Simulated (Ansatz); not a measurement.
Molecular dynamics of C$_{3}$H$_{8}$N$_{2}$O

The input (input.yaml):

```yaml
crystal:
  periodic: [false, false, false]
  atoms:
    - { symbol: C, position_ang: [-0.477546, -1.370903, 1.272314] }
    - { symbol: "N", position_ang: [-0.135489, -1.634846, -0.14899] }
    - { symbol: C, position_ang: [0.609454, -0.508892, -0.759568] }
    - { symbol: "N", position_ang: [-0.19517, 0.752338, -0.810396] }
    - { symbol: C, position_ang: [0.40706, 1.809509, -0.439214] }
    - { symbol: O, position_ang: [-0.227677, 3.039159, -0.457789] }
    - { symbol: H, position_ang: [0.440081, -1.290333, 1.852879] }
    - { symbol: H, position_ang: [-1.053295, -2.211646, 1.655376] }
    - { symbol: H, position_ang: [-1.058918, -0.457326, 1.416153] }
    - { symbol: H, position_ang: [-1.024856, -1.716518, -0.669162] }
    - { symbol: H, position_ang: [1.548394, -0.374209, -0.212425] }
    - { symbol: H, position_ang: [0.849635, -0.791751, -1.790471] }
    - { symbol: H, position_ang: [1.439333, 1.890968, -0.080399] }
    - { symbol: H, position_ang: [-1.134007, 2.83505, -0.799308] }
basis:
  gaussian: { orbitals: STO-3G }
hamiltonian:
  xc: hf
md:
  timestep: 0.5
  n_steps: 400
  ensemble: nve
  temperature: 300.0
  initial_velocities: maxwell_boltzmann
  seed: 443720
```

Run as:

```bash
$ ansatz run input.yaml --threads 1 --pin off --max-ram 2048MiB --backend cpu --events-out ev --progress --plain --runs-dir out
```

It starts from a relaxed structure.

Output, in part (step lines, the closing report, with atoms numbered from 0):

```
md step     0: t =     0.00 fs  T =   300.0 K  F+E_penalty+E_count = -8113.21759342 eV  E_kin = 0.465336 eV  conserved = -8112.75225742 eV  (29 SCF iters)
md step     1: t =     0.50 fs  T =   289.0 K  F+E_penalty+E_count = -8113.19990002 eV  E_kin = 0.448250 eV  conserved = -8112.75165040 eV  (27 SCF iters)
md step     2: t =     1.00 fs  T =   260.8 K  F+E_penalty+E_count = -8113.15495209 eV  E_kin = 0.404467 eV  conserved = -8112.75048464 eV  (28 SCF iters)
md step     3: t =     1.50 fs  T =   226.4 K  F+E_penalty+E_count = -8113.10052982 eV  E_kin = 0.351227 eV  conserved = -8112.74930249 eV  (28 SCF iters)
md step     4: t =     2.00 fs  T =   197.6 K  F+E_penalty+E_count = -8113.05499240 eV  E_kin = 0.306438 eV  conserved = -8112.74855419 eV  (27 SCF iters)
md step     5: t =     2.50 fs  T =   181.5 K  F+E_penalty+E_count = -8113.03006538 eV  E_kin = 0.281583 eV  conserved = -8112.74848199 eV  (27 SCF iters)
md step     6: t =     3.00 fs  T =   179.1 K  F+E_penalty+E_count = -8113.02692432 eV  E_kin = 0.277856 eV  conserved = -8112.74906818 eV  (27 SCF iters)
md step     7: t =     3.50 fs  T =   184.7 K  F+E_penalty+E_count = -8113.03646343 eV  E_kin = 0.286415 eV  conserved = -8112.75004830 eV  (27 SCF iters)
[... lines left out ...]
md step   397: t =   198.50 fs  T =   106.7 K  F+E_penalty+E_count = -8112.91402706 eV  E_kin = 0.165582 eV  conserved = -8112.74844555 eV  (27 SCF iters)
md step   398: t =   199.00 fs  T =   112.2 K  F+E_penalty+E_count = -8112.92299676 eV  E_kin = 0.174022 eV  conserved = -8112.74897483 eV  (27 SCF iters)
md step   399: t =   199.50 fs  T =   127.2 K  F+E_penalty+E_count = -8112.94731311 eV  E_kin = 0.197314 eV  conserved = -8112.74999932 eV  (27 SCF iters)
md step   400: t =   200.00 fs  T =   142.1 K  F+E_penalty+E_count = -8112.97123700 eV  E_kin = 0.220470 eV  conserved = -8112.75076714 eV  (47 SCF iters)
Total energy: -8112.97123700 eV, -298.1461937903 hartree
Atom 0 at    -0.601779    -1.285650     1.226705 Å, force     1.539481    -0.604286    -0.657235 eV/Å
Atom 1 at     0.004983    -1.680984    -0.110926 Å, force    -0.299152     0.579964     1.852464 eV/Å
Atom 2 at     0.605016    -0.505902    -0.806076 Å, force    -0.700864    -1.168278    -1.150288 eV/Å
Atom 3 at    -0.228036     0.712377    -0.739290 Å, force    -1.269274    -0.022387     0.079446 eV/Å
Atom 4 at     0.397736     1.783602    -0.543416 Å, force     1.106153     2.568653     0.920077 eV/Å
Atom 5 at    -0.192445     3.059365    -0.383615 Å, force     0.210604    -1.739351    -0.302128 eV/Å
Atom 6 at     0.184662    -0.809958     1.820993 Å, force    -0.229318    -0.351391     0.082910 eV/Å
Atom 7 at    -0.982757    -2.175276     1.735608 Å, force     0.312272     0.109719    -0.114754 eV/Å
Atom 8 at    -1.407277    -0.581831     1.144364 Å, force    -0.677749     0.555856    -0.302432 eV/Å
Atom 9 at    -0.781197    -2.043524    -0.655202 Å, force    -0.352188     0.042931    -0.725091 eV/Å
Atom 10 at     1.603941    -0.347085    -0.405188 Å, force     0.337159     0.091564     0.019482 eV/Å
Atom 11 at     0.652765    -0.764798    -1.884135 Å, force     0.447215    -0.034230     0.652443 eV/Å
Atom 12 at     1.481820     1.892846    -0.394041 Å, force    -0.050348    -0.226613    -0.231259 eV/Å
Atom 13 at    -1.155768     2.846781    -0.344776 Å, force    -0.373992     0.197850    -0.123634 eV/Å
Dipole moment:    -0.077057     0.024740    -0.002672 e Å
```

The steps, from the saved trajectory:

```tsv
time (fs)	T (K)	potential energy less start (eV)	conserved less start (meV/atom)
0.0	300	0.000	0.00
6.5	107	0.303	0.31
13.0	202	0.152	0.05
19.5	95	0.322	0.26
26.0	198	0.160	0.13
32.5	135	0.259	0.16
39.0	144	0.245	0.17
45.5	147	0.239	0.12
52.0	109	0.301	0.27
58.5	198	0.158	0.04
65.0	105	0.306	0.27
71.5	135	0.257	0.06
78.0	79	0.346	0.25
84.5	156	0.226	0.15
91.0	154	0.228	0.12
97.5	127	0.271	0.20
104.0	166	0.209	0.10
110.5	126	0.274	0.27
117.0	191	0.169	0.07
123.5	132	0.264	0.27
130.0	181	0.186	0.06
136.5	124	0.276	0.24
143.0	185	0.181	0.17
149.5	193	0.168	0.12
156.0	166	0.211	0.20
162.5	168	0.206	0.11
169.0	136	0.258	0.25
175.5	182	0.185	0.08
182.0	100	0.314	0.26
188.5	145	0.241	0.06
195.0	116	0.288	0.22
```

All steps were run. The conserved energy stayed within 0.31 meV per atom of its start (net change 0.11 meV per atom), so the integration is sound. The temperature averaged 0.51 of the 300 K drawn at the start: a run that starts near a minimum puts about half its kinetic energy into the potential. A run of 0.2 ps of so small a system gives no equilibrium averages. Limits of this set-up: minimal basis.

The same pairs are bonded in the first frame and the last. Pairs count as bonded within 1.25 times the sum of covalent radii (0.12 Å more for H–H).

Last frame:

```xyz
14
Properties=species:S:1:pos:R:3
C -0.602 -1.286 1.227
N 0.005 -1.681 -0.111
C 0.605 -0.506 -0.806
N -0.228 0.712 -0.739
C 0.398 1.784 -0.543
O -0.192 3.059 -0.384
H 0.185 -0.810 1.821
H -0.983 -2.175 1.736
H -1.407 -0.582 1.144
H -0.781 -2.043 -0.655
H 1.604 -0.347 -0.405
H 0.653 -0.765 -1.884
H 1.482 1.893 -0.394
H -1.156 2.847 -0.345
```

Time of the run: 5.1 min on 1 thread of Arm Neoverse V2, with other jobs on the host, peak memory 0.08 GiB.
